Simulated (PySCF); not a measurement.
Working with the constants of NO⁺

RHF-CCSD(T) constants of NO⁺, ¹Σ⁺ (singlet), closed shell (PySCF, no relativity, basis sets N aug-cc-pVDZ, O aug-cc-pVDZ; masses 14.0031 and 15.9949 u):

| Item | Value |
| --- | --- |
| ωe | 2336.7 cm⁻¹ |
| ωexe | 16.2 cm⁻¹ |
| Be | 1.9287 cm⁻¹ |
| αe | 0.0183 cm⁻¹ |
| D (centrifugal) | 5.26e-06 cm⁻¹ |
| De to N + O⁺ | 9.84 eV |

Q: Give the vibrational terms G(v) and spacings up to v = 6.

A: G(v) = ωe(v+½) − ωexe(v+½)².

```csv
v,G(v) (cm⁻¹),G(v) − G(v−1),Bv (cm⁻¹)
0,1164.3,,1.920
1,3468.6,2304.3,1.901
2,5740.5,2271.9,1.883
3,7980.0,2239.5,1.865
4,10187.1,2207.1,1.846
5,12361.8,2174.7,1.828
6,14504.1,2142.3,1.810
```

Q: How well does the Morse estimate ωe²/(4ωexe) reproduce De, and what is D0?

A: It gives 10.45 eV, 106 % of the computed De. D0 = De − G(0) = 9.84 − 0.14 = 9.70 eV.

Measured values (Huber and Herzberg, Constants of Diatomic Molecules (1979)): ωe = 2376.42 cm⁻¹, ωexe = 16.262 cm⁻¹, Be = 1.99727 cm⁻¹, αe = 0.01889 cm⁻¹.

Correlated steps freeze 2 core orbitals. Correlated levels converge slowly with the basis: in double zeta they bind strong bonds too weakly, by up to about 1 eV, and carry superposition errors of some tenths. For an ion De counts to the pair picked by the measured ionisation energies or electron affinities, which need not be the lowest pair at this level. Where the molecule has an RHF reference, its open-shell atoms are computed with UHF.
